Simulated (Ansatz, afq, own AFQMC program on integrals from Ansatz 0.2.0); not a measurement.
Two steps: Ansatz 0.2.0 writes the Fock matrix and Cholesky factors of the valence space, and afq projects on them the lowest state that overlaps trial and start.

```yaml
crystal:
  periodic: [false, false, false]
  atoms:
    - {symbol: Cu, position_ang: [-0.310794, 0.002398, 0.001908]}
    - {symbol: C, position_ang: [1.243130, -0.009592, -0.007633]}
    - {symbol: H, position_ang: [1.585688, -1.045736, -0.004643]}
    - {symbol: H, position_ang: [1.603131, 0.508834, 0.882639]}
    - {symbol: H, position_ang: [1.592072, 0.500013, -0.907350]}
basis:
  gaussian: {orbitals: def2-SVP}
magnetization: {spin_polarized: false}
correlation: {method: ccsd_t, electrons: outside_noble_gas, hamiltonian_folder: ham}
```

```sh
$ ansatz run in.yaml --threads 1 --pin off --events-out ev --progress --plain --max-ram 16896MiB --backend cuda --devices 0, --max-vram 18GiB
```

Options of the walk:

```
--method phaseless --trial cisd --walkers 4000 --populations 20 --least-time 60 --time-step 0.005 --steps-per-block 50 --equilibration-blocks 40 --max-blocks 4000 --target-error 0.00026 --factor-cut 1e-05 --seed 1138 --release-times 0.24,0.51,0.99,1.5 --release-step 0.03 --release-every 4 --taylor-order 6
```

Times are imaginary, in 1/Eh. The walk had a cap of 128 s. With eight or more populations the least sampling time is a fifth of least-time, and the error comes from their spread.

```
orbitals 50  electrons 9 9  factors 452 of 652
reference energy -1678.16984687 Eh
CCSD correlation -0.46576143 Eh in 15 cycles, weight of the determinant in the CISD state 0.8537
energy of the start -1678.635605 Eh
 block  time / (1/Eh)  mean weight  energy / Eh
     1     0.250  0.9998  -1678.632653
     2     0.500  1.0000  -1678.641143
     3     0.750  1.0002  -1678.646617
     4     1.000  0.9998  -1678.648872
     5     1.250  0.9996  -1678.651839
     8     2.000  1.0003  -1678.652776
    13     3.250  1.0001  -1678.655051
    25     6.250  1.0000  -1678.655385
    37     9.250  1.0000  -1678.656842
    49    12.250  0.9999  -1678.658504
    61    15.250  1.0006  -1678.660211
    73    18.250  1.0001  -1678.655909
    85    21.250  0.9999  -1678.655032
    97    24.250  1.0000  -1678.656420
   109    27.250  0.9999  -1678.653922
   121    30.250  1.0005  -1678.651142
   133    33.250  1.0003  -1678.655162
   145    36.250  0.9996  -1678.653334
   157    39.250  1.0005  -1678.655060
error from the spread of 20 populations
released: time / (1/Eh)  energy / Eh  error  mean overlap
  0.24  -1678.655325  0.000240  0.9983
  0.51  -1678.656036  0.000305  0.9939
  0.99  -1678.656375  0.000358  0.9914
  1.50  -1678.655577  0.000390  0.9894
energy -1678.655783 +/- 0.000214 Eh
(rows thinned)
```

Estimate how long the walk took on 1 × NVIDIA H100 80GB HBM3 with 2 threads of AMD EPYC 7R13 Processor (Zen 3), on a shared host (the card was shared).

57 s of wall time.

The run passed its tests (sampling time, drift between the halves within three errors, error under three times the target), which doesn't prove that it has relaxed.

Against this walk (error 5.8 meV) on the same determinant: CCSD(T) 21.3 meV lower, CCSDT(Q) 21.1 meV higher. The error is statistical and leaves out the bias of the constraint. Released to 1.50 1/Eh the energy moves by 6 ± 12 meV (both errors), within twice the noise. CCSDT(Q) is the surest value here, so the walk's 21 meV below it is most likely the bias of the constraint with this trial, which can have either sign.

Cautions: constraint bias not in the error; no relativity below Rb; outer-core shells of the metal frozen; higher spins were not checked.

CCSDT and higher add their correlation energy to the determinant of the CCSD(T) run, since their own runs factorise the integrals more tightly (a shift of under 2 meV). A walk keeps the symmetry of its determinant, which the program's search chose and which needn't be the lowest solution, so a lower state of the same spin and another symmetry isn't excluded.
